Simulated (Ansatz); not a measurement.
Fluorite CeO2, treated with LDA in Ansatz (PAW).

Run with plane-wave cutoff 520 eV, 8×8×8 k mesh, perturbation theory, force constants from a 4×4×4 q mesh, no spin polarisation, scalar-relativistic PAW data made under PBE.

Computed at the level's own relaxed cell.

Harmonic phonon frequencies (cm⁻¹; i marks an imaginary mode; at Γ without the LO shift):

```json
[
 {"q point": "Γ", "frequencies": "0 0 0 293 293 293 446 446 446"}
]
```

Measured, for comparison: zone-centre TO phonon frequency 272 cm⁻¹ (temperature not stated, no zero-point or thermal correction; as tabulated in SRNL-STI-2020-00011).

Ansatz is a program for electronic structure.
